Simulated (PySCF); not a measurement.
dimethyl ether cation (C2H6O), SMILES COC (connectivity only; charge and spin as stated), charge +1, multiplicity 2. Atoms are numbered in the order given.

```xyz
9

C      1.2253     0.0000     0.1885
O      0.0000     0.0000    -0.5034
C     -1.2253     0.0000     0.1885
H      1.0971     0.0000     1.2688
H      1.7747     0.8762    -0.1932
H      1.7747    -0.8762    -0.1932
H     -1.0971     0.0000     1.2688
H     -1.7747    -0.8762    -0.1932
H     -1.7747     0.8762    -0.1932
```
Charge +1, spin multiplicity 2.

Coordinates come from a ωB97X-D3(BJ)/def2-TZVP optimisation. The multiplicity is an assumed one; other spin states were not compared.

All values below come from PBE/def2-TZVPD run with PySCF.

Mulliken values depend strongly on the basis, most of all with diffuse functions as here. ESP charges are fitted to the potential on shells at 1.4 to 2.0 van der Waals radii. Atomic charges (e):

```tsv
atom	meta-Löwdin	ESP fit	Mulliken	Mulliken spin
C1	-0.12	(withheld)	-0.37	0.04
O2	0.02	(withheld)	0.04	0.63
C3	-0.12	(withheld)	-0.37	0.04
H4	0.17	(withheld)	0.29	0.00
H5	0.22	(withheld)	0.28	0.07
H6	0.22	(withheld)	0.28	0.07
H7	0.17	(withheld)	0.29	0.00
H8	0.22	(withheld)	0.28	0.07
H9	0.22	(withheld)	0.28	0.07
```

Task: Complete the blanks. (An estimate is asked for; the answer gives what the named calculation found.)

Result: 
- C1, ESP fit: -0.16
- O2, ESP fit: 0.06
- C3, ESP fit: -0.16
- H4, ESP fit: 0.18
- H5, ESP fit: 0.23
- H6, ESP fit: 0.23
- H7, ESP fit: 0.18
- H8, ESP fit: 0.23
- H9, ESP fit: 0.23
